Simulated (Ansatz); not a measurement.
# ClHSSi (SMILES S=[SiH]Cl): one structure at several levels

The task here is to estimate one member of a computed series from the others.

Program: Ansatz 0.2.0, Gaussian basis. Level of theory: single points in def2-TZVPP. These are calculated values, not measurements.

Correlated methods freeze the cores.

**Starting geometry**

4 atoms, charge 0, spin multiplicity 1.

Atoms are counted from 1 here; the program's logs count them from 0.

Bond lengths: S1–Si2 1.983 Å, Si2–Cl3 2.009 Å, Si2–H4 1.440 Å. Angles: S1–Si2–Cl3 125.3°, S1–Si2–H4 128.0°, Cl3–Si2–H4 106.7°.

Coordinates:

```
S    -1.8920   -0.6263    0.2334
Si   -0.0649    0.0853   -0.0595
Cl    1.6395   -0.8426    0.4613
H     0.3122    1.3572   -0.6203
```

Set-up of the first run:

Contents of run/in.yaml:

```yaml
crystal:
  periodic: [false, false, false]
  atoms:
    - {symbol: S, position_ang: [-1.892000, -0.626300, 0.233400]}
    - {symbol: Si, position_ang: [-0.064900, 0.085300, -0.059500]}
    - {symbol: Cl, position_ang: [1.639500, -0.842600, 0.461300]}
    - {symbol: H, position_ang: [0.312200, 1.357200, -0.620300]}
basis:
  gaussian: {orbitals: def2-TZVPP}
correlation: {method: ccsd_t}
output: {forces: true}
```

The command line of these runs was not kept.

Steps of the session up to this table: CCSD(T)/def2-TZVPP; PBE0-D4/def2-TZVPP; wB97M-V/def2-TZVPP; r2SCAN-D4/def2-TZVPP; PBE-D4/def2-TZVPP; LC-wPBE/def2-TZVPP; SPW92/def2-TZVPP.

One table of the session follows, with a row left open; its other results are not shown here.

```
   method  RMS force component (eV/Å)  angle to CCSD(T) forces (°)  dipole (D)
  CCSD(T)                       0.687                    reference        2.43
  PBE0-D4                       0.803                          5.7        2.56
  wB97M-V                       0.822                          7.5        2.65
r2SCAN-D4                       0.757                          2.7        2.50
   PBE-D4                       0.707                         10.7        2.33
  LC-wPBE                       0.988                         13.9        2.86
    SPW92                           ?                            ?           ?
```

Estimate the missing values for SPW92.

**Answer.** RMS force component (eV/Å): 0.791; angle to CCSD(T) forces (°): 9.8; dipole (D): 2.33. In the column «RMS force component (eV/Å)» it lies between r2SCAN-D4 (0.757) and PBE0-D4 (0.803).
